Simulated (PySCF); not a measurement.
# Computed and reference excited states of `O=CF` (formyl fluoride)

Published values to compare with (the computed states carry no symmetry labels, so the two lists aren't matched line by line):

| state | E (eV) | f | kind of transition | source |
| --- | --- | --- | --- | --- |
| 3A''(n→π*) | 5.63 | 0.001 | vertical absorption | [1] |
| 1A''(n→π*) | 5.96 |  | vertical absorption | [1] |

[1] computed, theoretical best estimate (aug-cc-pVTZ, frozen core, CC3 geometry), gas; Veril, Scemama, Caffarel, Lipparini, Boggio-Pasqua, Jacquemin, Loos, WIREs Comput. Mol. Sci. 2021, 11, e1517 (QUESTDB)

Compound: formyl fluoride, CHFO.
SMILES: `O=CF`

Computed, not measured: TDDFT B3LYP/def2-SVPD, vertical, gas phase, core orbitals frozen in the response in PySCF 2.14.0, density-fitted response routines. Isolated species at its PBE0-D3(BJ)/def2-SVP geometry, gas phase.

Computed singlets: 5.94 eV (f 0.002); 8.69 eV (f 0.000); 8.87 eV (f 0.008); 9.27 eV (f 0.126); 9.87 eV (f 0.122); 10.64 eV (f 0.007); 10.71 eV (f 0.013); 10.76 eV (f 0.097); 10.98 eV (f 0.007); 11.33 eV (f 0.004). Computed triplets (Tamm–Dancoff): 5.31, 6.51, 8.16, 8.71 eV.

Q: How does the lowest computed triplet compare with the best estimate listed for the lowest triplet (vertical absorption)?

A: 5.31 eV against 5.63 eV for 3A''(n→π*) [1]: a difference of -0.32 eV. Geometry and basis of the two calculations needn't be the same.

The vertical ionisation energy (ΔSCF) is 12.68 eV, 1.35 eV above S10.
